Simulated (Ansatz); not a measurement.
Coupled-cluster diagnostics for Si₂S⁺ (the lowest doublet isomer of a short search), Ansatz.

Geometry of the doublet (PBE-D4/def2-TZVP):

```xyz
3

Si   -0.133    0.831    1.124
Si    0.853    0.062   -1.114
S    -0.719   -0.893   -0.010
```

Correlated methods freeze 15 core orbitals. In CCSD on the charge 1 quartet the largest single amplitude is 0.20, so its Hartree–Fock determinant may place the open shell otherwise than the density functionals do. The structure comes from a short search, and lower isomers may exist.

Geometry of the charge 1 quartet (PBE-D4/def2-TZVP):

```xyz
3

Si   -0.2640   -0.8753   -0.8947
Si    0.8691    0.9079   -0.2382
S    -0.6051   -0.0327    1.1329
```

Question: Estimate the CCSD(T) correlation energy, the shares of MP2 and (T), T1 and the reference's ⟨S²⟩ for: charge 1, doublet, own geometry in def2-TZVPP; charge 1, quartet, own geometry in def2-TZVPP; and the rough time on 4 threads of Arm Neoverse V2 on a shared host.

Answer: 
```
                          state       basis  correlation (eV)  MP2 share (%)  (T) share (%)     T1  ⟨S²⟩ (pure)  wall time           remarks
charge 1, doublet, own geometry  def2-TZVPP           -10.403           84.7            6.1  0.029  0.81 (0.75)      3.6 s                 –
charge 1, quartet, own geometry  def2-TZVPP           -10.203           83.4            6.9  0.064  3.83 (3.75)        5 s  large T1 (0.064)
```
Customary marks for T1 are 0.02 (closed shells), 0.045 (open shells) and about 0.05 (3d metals). T1 exceeds 0.02 in 2 of 2 rows and 0.045 in 1; the higher it lies, the less the single-reference result can be trusted.
